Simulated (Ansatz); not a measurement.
fcc Rh, treated with r²SCAN (Ansatz, an electronic-structure program, PAW).

Settings: plane-wave cutoff 600 eV, 20×20×20 k mesh, Fermi–Dirac smearing 0.1 eV, finite displacements, no spin polarisation, scalar-relativistic PAW data made under PBE.

Computed at the level's own relaxed cell.

```
Rh
1.0
    0.00000     1.90000     1.90000
    1.90000     0.00000     1.90000
    1.90000     1.90000     0.00000
Rh
1
Cartesian
  0.00000   0.00000   0.00000
```

Harmonic phonon frequencies (cm⁻¹; i marks an imaginary mode):

```json
[
 {"q point": "X", "frequencies": "___"},
 {"q point": "L", "frequencies": "138 138 241"}
]
```

Question: Complete the blanks.

Answer: 
- X, frequencies: 184 184 230

No imaginary mode appears at these points.
